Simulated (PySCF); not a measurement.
C4H5N.
Atom-mapped SMILES: `[CH2:1]=[CH:2][C@H:3]1[CH:4]=[N:5]1` (hydrogens: H6, H7 on C1; H8 on C2; H9 on C3; H10 on C4)

Cartesian coordinates in Å at the GFN2-xTB level; atoms count from 1:
```xyz
10
C4H5N angstrom
C     -1.7247    0.1887    0.7186
C     -0.5051   -0.3205    0.6519
C      0.5058    0.1141   -0.3186
C      1.9317   -0.0136   -0.0282
N      1.5216   -0.8905   -0.8155
H     -2.0506    0.9650    0.0464
H     -2.4402   -0.1491    1.4468
H     -0.1929   -1.1042    1.3299
H      0.1851    0.8604   -1.0388
H      2.7782    0.3544    0.4999
```

The calculation used PySCF 2.14.0, density-fitted response routines, TDDFT CAM-B3LYP/def2-SVPD, vertical, gas phase, core orbitals frozen in the response.

Ground-to-excited transition dipoles (e·a0, same axes as the geometry; the sign carries no meaning), for the states with f of 0.002 or more among the lowest 8:

```
state  E (eV)      μx      μy      μz
   S1   4.624  -0.357   0.087   0.044
   S2   6.821   1.652  -0.212  -0.187
   S3   6.929  -0.458   0.473   0.439
   S4   7.114   0.143  -0.226  -0.236
   S6   7.430  -0.018  -0.138  -0.116
   S7   7.555   0.097   0.053  -0.016
   S8   7.888   0.056   0.046   0.113
```

**Question.** What oscillator strength does each state have?

**Answer.** f = (2/3) ΔE |μ|² with ΔE in hartree (27.2114 eV).

```
state  |μ|² (au)  |μ| (D)      f
   S1      0.137     0.94  0.015
   S2      2.808     4.26  0.469
   S3      0.626     2.01  0.106
   S4      0.127     0.91  0.022
   S6      0.033     0.46  0.006
   S7      0.012     0.28  0.002
   S8      0.018     0.34  0.004
```

**Question.** What angle do the transition dipoles of S2 and S4 make?

**Answer.** |cos θ| = |μa·μb| / (|μa| |μb|) = 0.55, so θ ≈ 57° (taken between 0 and 90°, since the signs are arbitrary).

**Question.** How is the summed strength of these states shared among x, y and z?

**Answer.** (2/3) Σ ΔE μα² gives 0.512 for x, 0.060 for y and 0.053 for z, 0.625 in all.

**Question.** What peak molar absorption coefficient would the strongest computed level give as a lone Gaussian band 0.4 eV wide at half height?

**Answer.** ε(max) = 2.175×10⁸ f / FWHM, with the width in cm⁻¹. S2: 2.175×10⁸ × 0.4693 / 3226 ≈ 32000 L mol⁻¹ cm⁻¹.

One conformer stands for the species.
